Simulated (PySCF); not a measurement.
CH2BOH, CH₃BO.
Bonds: C1–B2 (double), B2–O3. Hydrogens: H4, H5 on C1; H6 on O3.

Method: PBE0-D3(BJ)/def2-TZVP geometry optimisation, gas phase in PySCF 2.14.0; density fitting, grid level 2; the optimiser is geomeTRIC in internal coordinates, started from a GFN2-xTB structure with every atom displaced at random (about 0.01 Å).

Step 1: E = -3805.8571 eV
```
atom  x, y, z in Å  |  force x, y, z in eV/Å
C1     -1.0389   -0.0413   -0.0424    0.390  -0.159   0.636
B2      0.3160    0.2345   -0.0773    0.467   0.115  -0.148
O3      1.5997    0.5556   -0.1243   -0.388  -0.088  -0.034
H4     -1.5232    0.0228    0.9289   -0.199   0.089  -0.172
H5     -1.5221   -0.6187   -0.8047   -0.331  -0.014  -0.324
H6      2.1879   -0.1741    0.0950    0.060   0.056   0.042
```

Step 2: E = -3805.8949 eV
```
atom  x, y, z in Å  |  force x, y, z in eV/Å
C1     -1.0202   -0.0700    0.0020    0.081  -0.252   0.120
B2      0.3342    0.2160   -0.0662   -0.012   0.098   0.104
O3      1.6081    0.5518   -0.1416   -0.169  -0.097  -0.077
H4     -1.6062    0.0335    0.9101    0.103   0.108  -0.066
H5     -1.5161   -0.5937   -0.8052   -0.047   0.094  -0.120
H6      2.2198   -0.1588    0.0762    0.044   0.048   0.040
```

Q: Estimate the geometry and energy of step 3. (The exact step hangs on the optimiser's Hessian estimate; all steps are aligned on step 2, rigid shifts and turns removed.)

A: E = -3805.9080 eV, largest force 0.157 eV/Å
```
atom  x, y, z in Å  |  force x, y, z in eV/Å
C1     -1.0156   -0.1055    0.0068   -0.019  -0.143  -0.063
B2      0.3328    0.1947   -0.0615    0.025   0.072  -0.020
O3      1.5987    0.5469   -0.1486   -0.020  -0.061  -0.011
H4     -1.5892    0.0527    0.9108   -0.029   0.022   0.016
H5     -1.5402   -0.5728   -0.8213    0.033   0.082   0.062
H6      2.2330   -0.1371    0.0890    0.011   0.028   0.015
```

The energy changes by -0.0131 eV. The first-order estimate −F·Δx gives -0.0219 eV and the mean of the old and new forces, exact on a quadratic surface, -0.0131 eV. The step makes an angle of 45° with the force vector and moves no atom by more than 0.036 Å.

The cost below is that of the whole optimisation. Hardware: one thread of an Intel Xeon 6975P-C, no GPU, shared host with 192 logical CPUs at a one-minute load of 23. Cost: 11 s, 0.45 GiB resident at most.
